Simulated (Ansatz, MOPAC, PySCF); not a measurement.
System: cyanoethylene, C$_{3}$H$_{3}$N, charge 0, multiplicity 1. SMILES: C=CC#N
Geometry: optimised at B3LYP-D3(BJ)/def2-TZVP (Ansatz, a quantum-chemistry and plane-wave program).

Unscaled harmonic wavenumbers (cm⁻¹) in rising order, each level at the stationary point that it reaches from this structure (no distance between atoms moves by over 0.3 Å); the order of modes can differ between levels, and a negative number is imaginary. B3LYP-D3(BJ)/def2-TZVP (PySCF, at the structure above): 238, 352, 585, 714, 885, 994, 1008, 1115, 1325, 1452, 1679, 2337, 3159, 3174, 3251.

PM3 (MOPAC): 260, 366, 605, 695, 919, 924, 1040, 1083, 1223, 1330, 1839, 2465, 3033, 3139, 3141. Zero-point energy 31.5 against 31.8 kcal/mol; where all levels lie over 400 cm⁻¹, the wavenumbers are on average 0.991 times those of B3LYP-D3(BJ)/def2-TZVP.

HF/3-21G (Ansatz): 291, 438, 681, 843, 932, 1129, 1179, 1242, 1468, 1607, 1835, 2586, 3337, 3367, 3423. Zero-point energy 34.8 against 31.8 kcal/mol; where all levels lie over 400 cm⁻¹, the wavenumbers are on average 1.108 times those of B3LYP-D3(BJ)/def2-TZVP.

B3LYP/6-31G* (Ansatz): 237, 356, 577, 713, 890, 980, 1008, 1119, 1332, 1463, 1696, 2349, 3183, 3194, 3273. Zero-point energy 32.0 against 31.8 kcal/mol; where all levels lie over 400 cm⁻¹, the wavenumbers are on average 1.002 times those of B3LYP-D3(BJ)/def2-TZVP.
